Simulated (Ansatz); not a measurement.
C4H7N can be A, `CC1(C)C=N1`, or B, `CC#CNC`.

Isolated molecules relaxed with PBE0-D4/def2-TZVP in Ansatz; ΔE leaves out vibrations. CCSD(T)/CBS is the MP2 limit (def2-TZVPP, def2-QZVPP) plus CCSD(T) − MP2 in def2-TZVPP, frozen cores. Functionals use def2-TZVPP.

(1) Which is lower in electronic energy at CCSD(T)/CBS, and by how much? (Best estimate.)

(2) Give E(B) − E(A) in kcal/mol with r2SCAN-D4, PBE-D4, HF/def2-TZVPP, CCSD/def2-TZVPP, MP2/def2-TZVPP, B2PLYP, CCSD(T)/def2-TZVPP. (Estimate.)

Largest T1 diagnostic: 0.011.

Results:

(1) The calculation gave: A, by 4.1 kcal/mol.

(2) The calculation gave: r2SCAN-D4 4.0, PBE-D4 3.9, HF/def2-TZVPP -3.2, CCSD/def2-TZVPP 3.7, MP2/def2-TZVPP 4.8, B2PLYP 0.7, CCSD(T)/def2-TZVPP 5.0. The order is the other way round with HF/def2-TZVPP.

In def2-TZVPP, CCSD(T) changes the Hartree–Fock value by +8.2 kcal/mol (the triples alone add +1.3 kcal/mol) and MP2 by +8.0 kcal/mol. The D4 term adds +1.4 kcal/mol with B3LYP and +0.7 kcal/mol with PBE0; it sums over pairs of atoms, weighted by their polarisabilities, and B3LYP, whose exchange is more repulsive, gets the larger term.

B3LYP here is the variant with VWN-RPA as its local correlation; programs differ in this.
